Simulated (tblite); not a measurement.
# H5NSi2: the cost of one run

Programs: tblite 0.8.0 and PySCF 2.14.0. All values are calculated, for the isolated system unless a continuum is named. Atoms count from 0, parts from 1.

## (1) Starting point

8 atoms, charge 0, multiplicity 3; geometry: distance geometry start.

## (2) Relaxing the cluster with GFN2-xTB

The job: settings as JSON, then the geometry in Å.

```
{"job": {"kind": "relax", "xc": "GFN2-xTB", "basis": "xTB"}, "charge": 0, "multiplicity": 3}
Si    -0.769567     0.598748     0.068391
Si     0.917939     1.978458    -0.264102
N     -1.957937    -0.792839     0.269546
H      1.960876     1.681868     0.675071
H      1.443463     1.835511    -1.558206
H      0.513688     3.315142    -0.033537
H     -2.371121    -1.150472    -0.579265
H     -1.731940    -1.452204     0.999100
```

Level: GFN2-xTB geometry optimisation, gas phase.

On the command line:

```sh
$ OMP_NUM_THREADS=1 python cluster_run.py task.json out
```

This one command runs all jobs of the session in turn.

**Question.** How long does this first job take on 1 thread of Arm Neoverse N1, shared host?

About 1.1 s.
